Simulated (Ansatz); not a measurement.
Born–Oppenheimer molecular dynamics of CH$_{7}$B (9 atoms, charge 0, multiplicity 1). It starts at the highest image of a converged band, a first-order saddle point between two minima.

All numbers below come from RKS B3LYP-D4/def2-SVP in Ansatz 0.2.0.

- ensemble: NVE (velocity Verlet)
- time step: 0.5 fs
- steps asked: 200
- starting velocities drawn for: 300 K
- seed: 6860

First frame:

```xyz
9
Properties=species:S:1:pos:R:3
B 0.213 -0.824 0.253
C -0.365 0.832 -0.059
H -0.711 -1.571 0.066
H 0.869 -0.796 1.263
H 0.571 -0.076 -0.700
H 1.054 -1.077 -0.692
H -0.972 0.980 -0.965
H -1.032 0.890 0.809
H 0.372 1.644 0.025
```

Problem. How far do the bonds stretch over the last three quarters of this one trajectory? (Pairs bonded in most of those frames.)

Solution. 
| bond | mean (Å) | spread (Å) | shortest | longest |
| --- | --- | --- | --- | --- |
| B1–H3 | 1.207 | 0.024 | 1.17 | 1.24 |
| B1–H4 | 1.206 | 0.017 | 1.17 | 1.24 |
| B1–H6 | 1.209 | 0.018 | 1.18 | 1.25 |
| C2–H5 | 1.119 | 0.074 | 1.01 | 1.24 |
| C2–H7 | 1.101 | 0.016 | 1.07 | 1.13 |
| C2–H8 | 1.101 | 0.032 | 1.05 | 1.15 |
| C2–H9 | 1.101 | 0.023 | 1.05 | 1.15 |

Mean temperature of the second half: 917 K. The conserved energy stayed within 0.38 meV per atom of its start (net change -0.19 meV per atom), so the integration is sound. The system heated up, since it started high on the potential surface and ran downhill. A run of 0.1 ps of so small a system gives no equilibrium averages. The orbitals stay closed-shell, which can raise the energy where a bond breaks towards radicals; this wasn't checked here.

The run took 3.6 min on 1 CPU thread of a shared host.
